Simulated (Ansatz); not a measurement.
# triplet B2: levels of theory in one basis

```xyz
2

B     0.0000    0.0000    0.0000
B     0.0000    0.0000    1.9200
```

Basis set: def2-SVP (spherical functions). Frozen core: 2 orbitals. Correlation on ROHF uses semicanonical orbitals with singles. Charge 0, multiplicity 3.

Computed with Ansatz (development build ahead of 0.2.0); each method stands on the lowest determinant of its kind that the runs found.

| method | E − E(ROHF) (eV) | <S²> of the determinant |
| --- | --- | --- |
| ROHF | 0.00 | 2.00 |
| UHF | -0.37 | 2.58 |
| UHF-MP2 | -2.44 | 2.58 |

(1) What does ROHF-MP2 give on the same scale?

(2) Is a single determinant a sound starting point here?

Results:

(1) -2.53 eV.

(2) It is doubtful. Unrestricted orbitals lower Hartree–Fock by 0.37 eV and <S²> is 2.58 where a pure state has 2.00, a sign of strong static correlation.

Caution for UHF, UHF-MP2: the unrestricted determinant is spin contaminated.
